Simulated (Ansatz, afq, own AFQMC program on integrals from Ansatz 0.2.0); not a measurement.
Where AFQMC and coupled cluster stand for H3S⁺, triplet

```json
{"atom": "S", "x (Å)": "0.0000", "y (Å)": "-0.0391", "z (Å)": "-0.0270"}
{"atom": "H", "x (Å)": "0.0000", "y (Å)": "1.3183", "z (Å)": "-0.0270"}
{"atom": "H", "x (Å)": "0.0000", "y (Å)": "-0.0360", "z (Å)": "2.4340"}
{"atom": "H", "x (Å)": "0.0000", "y (Å)": "-0.0372", "z (Å)": "-1.5472"}
```

Basis 6-31G. Noble-gas cores (and the filled d shells of Ga–Kr and In–Xe) are frozen. Integrals, coupled cluster, full CI and functionals: Ansatz 0.2.0; the random walks run on the same integrals in our own AFQMC program. The CISD trial takes its coefficients from CCSD amplitudes. Released means that phaseless walkers are propagated on without the constraint, phases kept. Uncertainties: one standard error, sampling alone.

Determinant: UHF, the one that the program's search chose, which needn't be the lowest solution. The geometry is a point of a scan.

Full CI on the same integrals is exact in this basis and with this determinant's frozen core.

Cautions: lower spins were not checked.

```
T1 diagnostic                               : 0.0103
weight of the determinant in the CISD state : 0.949
⟨S²⟩ of the determinant                     : 2.007
size of the correlated space                : 8 electrons in 14 orbitals
```

Reference: full CI, correlation energy -1.861 eV. The released energy is read at 2.40 1/Eh (meV from the phaseless value at times in 1/Eh: 0.1 ± 0.7 at 0.24, -0.1 ± 0.5 at 0.51, -1.2 ± 0.4 at 0.99, -1.6 ± 0.4 at 1.62, -1.9 ± 0.4 at 2.40).

| level | E − E(reference) (kcal/mol) | share of correlation (%) |
| --- | --- | --- |
| HF | 42.91 | 0.00 |
| MP2 | 11.56 | 73.07 |
| CCSD | 0.41 | 99.04 |
| CCSD(T) | 0.11 | 99.75 |
| CCSDT | 0.02 | 99.94 |
| CCSDT(Q) | 0.00 | 99.99 |
| CCSDTQ | 0.00 | 100.00 |
| ph-AFQMC/CISD | 0.04 ± 0.02 | 99.90 |
| released AFQMC | 0.00 ± 0.01 | 100.00 |

CCSDT and higher add their correlation energy to the determinant of the CCSD(T) run, since their own runs factorise the integrals more tightly (a shift of under 2 meV). A walk keeps the symmetry of its determinant, which the program's search chose and which needn't be the lowest solution, so a lower state of the same spin and another symmetry isn't excluded. Released energies are given only where the last usable release times agree within the noise; a slower fall can still hide under it.
